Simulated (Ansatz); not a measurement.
System: bcc W. Method: LDA (PAW; Ansatz, an electronic-structure program).

Settings: plane-wave cutoff 520 eV, 28×28×28 k mesh, Fermi–Dirac smearing 0.094 eV (set by the program), no spin polarisation, scalar-relativistic PAW data made under PBE.

Computed at the level's own relaxed cell.

Elastic tensor (GPa, Voigt notation, ions relaxed):

```
  569.4   219.6   219.6     0.0     0.0     0.0
  219.6   569.4   219.6     0.0     0.0     0.0
  219.6   219.6   569.4     0.0     0.0     0.0
    0.0     0.0     0.0   149.0     0.0     0.0
    0.0     0.0     0.0     0.0   149.0     0.0
    0.0     0.0     0.0     0.0     0.0   149.0
```

Work out the Voigt, Reuss and Hill averages of the bulk and shear moduli, Young's modulus and Poisson's ratio from the printed constants.

K_V = [C11 + C22 + C33 + 2(C12 + C13 + C23)]/9 = [1708.2 + 2 × 658.8]/9 = 336.2 GPa. G_V = [1708.2 − 658.8 + 3 × 447.0]/15 = 159.4 GPa. From the compliances S = C⁻¹, K_R = 336.2 and G_R = 158.4 GPa. Hill means: K = 336.2, G = 158.9 GPa. E = 9KG/(3K + G) = 412 GPa, ν = (3K − 2G)/(6K + 2G) = 0.30, K/G = 2.12.

Measured, for comparison: elastic constant C11 533 GPa, elastic constant C12 205 GPa, elastic constant C44 163 GPa (0 K, extrapolated to 0 K; zero-point effects included; as tabulated in Wang et al. (2022), arXiv:2209.12322). Computed (rounded) less measured: elastic constant C11 +7 %, elastic constant C12 +7 %, elastic constant C44 -9 %.

Note: shear constants of such metals converge slowly with the k mesh.

Spin–orbit coupling is not included.

Static lattice: no zero-point or thermal effects.
